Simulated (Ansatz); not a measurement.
## PH₂, doublet: the ladder up to UCCSDT(Q)

Geometry: MP2(full)/6-31G*, from the G2/97 set.

```yaml
atoms:
  - { symbol: P, position_ang: [0.0000, 0.0000, 0.0599] }
  - { symbol: H, position_ang: [0.0000, 1.0256, -0.9209] }
  - { symbol: H, position_ang: [0.0000, -1.0256, -0.9209] }
```

Basis cc-pV(Q+d)Z; Ansatz 0.2.0. Only valence electrons are correlated (noble-gas cores frozen), which leaves 7 electrons in 119 orbitals. R marks a restricted (for open shells ROHF) determinant, U an unrestricted one. Active spaces: valence = (7e, 6o) chosen from the atoms' valence shells.

Full CI isn't at hand for all of this; UCCSDT(Q) serves as the reference, and is uncertain by about the last step of the cluster series. The frozen core follows each run's orbitals, which can shift R against U totals by a few meV.

For open shells CISD is restricted-active-space CI with the open shells as a complete middle space.

```
UHF ⟨S²⟩                          : 0.770
T1 diagnostic (RCCSD)             : 0.0197
largest doubles amplitude (RCCSD) : 0.050
T1 diagnostic (UCCSD)             : 0.0162
```

```
                     level  E − E(UCCSDT(Q)) (kcal/mol)  share of correlation (%)     wall time
                       RHF                       116.34                      0.00             –
                       UHF                       112.80                      3.04             –
                      RMP2                        19.64                     83.12             –
                      UMP2                        20.41                     82.46             –
                      CISD                         9.80                     91.58          19 s
                     RCCSD                         4.85                     95.83             –
                     UCCSD                         4.72                     95.94             –
                  RCCSD(T)                         0.72                     99.38  4.5 s (H100)
                  UCCSD(T)                         0.72                     99.38  8.5 s (H100)
                   BCCD(T)                         0.72                     99.38    6 s (H100)
                    RCCSDT                         0.17                     99.85             –
                    UCCSDT                         0.15                     99.87             –
                 RCCSDT(Q)                         0.02                     99.98   23 s (H100)
    CASSCF (valence space)                        94.43                     18.83             –
    NEVPT2 (valence space)                        21.54                     81.49   13 s (H100)
NEVPT4(SD) (valence space)                         3.16                     97.28   11 s (H100)
    MRCISD (valence space)                         6.77                     94.18             –
  MRCISD+Q (valence space)                         0.79                     99.32   12 s (H100)
```

The correlation energy at UCCSDT(Q), counted from RHF, is -5.045 eV. That run took 20 s on 2 threads of AMD EPYC 7R13 with a shared H100 80 GB, shared host.

Times hold each run's SCF and search for its determinant on a shared host, so for small cases they say little of a method's own cost; rows without a card ran on 1 thread of AMD EPYC 7R13.

Natural occupations of CASSCF (valence space) about the gap: 1.993 1.978 1.972 1.000 0.032 0.025; effectively unpaired electrons, Σ n²(2−n)², 1.01.

Atomization energy (electronic, same basis, no zero-point term; atoms at the same level, unrestricted beside the R rows where the molecule is a closed shell, with restricted open-shell steps beyond CCSDT(Q)) at UCCSDT(Q): 638.0 kJ/mol. Errors of other levels:

| level | error (kJ/mol) |
| --- | --- |
| RHF | -195.7 |
| UHF | -181.9 |
| RMP2 | -25.9 |
| UMP2 | -29.2 |
| CISD | -28.7 |
| RCCSD | -5.7 |
| UCCSD | -5.3 |
| RCCSD(T) | -0.4 |
| UCCSD(T) | -0.6 |
| BCCD(T) | -0.4 |
| RCCSDT | -0.1 |
| UCCSDT | -0.2 |
| RCCSDT(Q) | 0.1 |
| CASSCF (valence space) | -104.0 |
| NEVPT2 (valence space) | -31.6 |
| NEVPT4(SD) (valence space) | -7.3 |
| MRCISD (valence space) | -8.9 |
| MRCISD+Q (valence space) | -1.6 |

This basis is far from its limit, so the value isn't to be set against a measured one. Truncated CI isn't size-consistent, which counts against it in atomization.
